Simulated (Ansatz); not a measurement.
# AlH6P: the cost of one run

All numbers below are computed with Ansatz 0.2.0 (RKS r2SCAN-D4/def2-SVP).

## Step 1: Starting point

Bond lengths: Al1–H3 1.560 Å, Al1–H4 1.560 Å, Al1–P5 2.580 Å, P5–H6 1.420 Å, P5–H7 1.420 Å. Angles: H3–Al1–H4 120.0°, H3–Al1–P5 97.0°, H4–Al1–P5 101.2°, Al1–P5–H6 109.5°, Al1–P5–H7 109.5°, H6–P5–H7 109.4°.

As a file:

```xyz
8

Al    0.0000    0.0000    0.0000
H     0.0000    0.0000    1.9100
H     1.3510    0.0000   -0.7800
H    -1.3510    0.0000   -0.7800
P     0.1078   -2.4460    0.8135
H    -0.6605   -3.2680   -0.0528
H     1.4574   -2.8876    0.8103
H     0.0430   -0.9763    1.9650
```

## Step 2: Pulling towards end A

Springs on the bonds that form and break draw the guess towards this end; the thresholds are loose.

Input file input.yaml:

```yaml
crystal:
  periodic: [false, false, false]
  atoms:
    - { symbol: Al, position_ang: [0.0, 0.0, 0.0] }
    - { symbol: H, position_ang: [0.0, 0.0, 1.91] }
    - { symbol: H, position_ang: [1.351, 0.0, -0.78] }
    - { symbol: H, position_ang: [-1.351, 0.0, -0.78] }
    - { symbol: P, position_ang: [0.1078, -2.446, 0.8135] }
    - { symbol: H, position_ang: [-0.6605, -3.268, -0.0528] }
    - { symbol: H, position_ang: [1.4574, -2.8876, 0.8103] }
    - { symbol: H, position_ang: [0.043, -0.9763, 1.965] }
basis:
  gaussian: { orbitals: def2-SVP }
hamiltonian:
  xc: r2scan
  dispersion: d4
relax:
  f_tol: 0.15
  max_steps: 25
  restrain:
    - { distance: [0, 4], at: 3.48, k: 30.0 }
    - { distance: [7, 1], at: 1.86, k: 30.0 }
    - { distance: [0, 1], at: 1.56, k: 30.0 }
    - { distance: [7, 4], at: 1.42, k: 30.0 }
```

On the command line:

```console
$ ansatz run input.yaml --threads 1 --pin off --max-ram 2048MiB --backend cpu --events-out ev --progress --plain --runs-dir out
```

**Question.** How long does this run take on 1 thread of Arm Neoverse V1, shared host, and how much memory does it need?

About 23 s, with a peak of 0.12 GiB.
